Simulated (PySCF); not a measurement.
Cartesian coordinates in Å; atom numbers follow the order of the lines, from 1:
```xyz
11

C     1.1046    0.7058    0.0855
C    -0.3945    0.4746    0.0369
C    -0.7598   -0.9767   -0.1066
F    -0.2552   -1.5144   -1.2278
F    -2.0894   -1.1441   -0.1545
F    -0.3075   -1.7144    0.9192
H     1.3166    1.7712    0.1814
H     1.5884    0.3459   -0.8237
H     1.5551    0.1937    0.9370
H    -0.8505    0.9982   -0.8064
H    -0.8819    0.8325    0.9466
```

Geometry: PBE0-D3(BJ)/def2-TZVP; GIAO absolute shieldings from PySCF 2.14, gas phase, non-relativistic, averaged over equivalent atoms.

At wB97X-D/pcSseg-2 (286 basis functions, 22 s wall time on 1 thread of an AMD EPYC 9R45 96-Core, shared host):
| atoms | σ (ppm) |
| --- | --- |
| C3 | 45.9 |
| C2 | 153.8 |
| C1 | 177.7 |
| F4/F5/F6 | 259.6 |
| H10/H11 | 29.68 |
| H7/H8/H9 | 30.51 |

Predict the values at PBE0/pcSseg-2 on the same geometry.

Results:


```
   atoms  σ at PBE0/pcSseg-2  change
      C3                46.0    +0.1
      C2               154.0    +0.2
      C1               177.7    +0.0
F4/F5/F6               256.3    -3.3
 H10/H11               29.55   -0.13
H7/H8/H9               30.42   -0.09
```

The largest change is at F4/F5/F6 (fluorine of a CF3 group). Cost: 286 basis functions, 20 s wall time on 1 thread of an AMD EPYC 9R45 96-Core, shared host. The order of the carbon signals is the same at both levels.
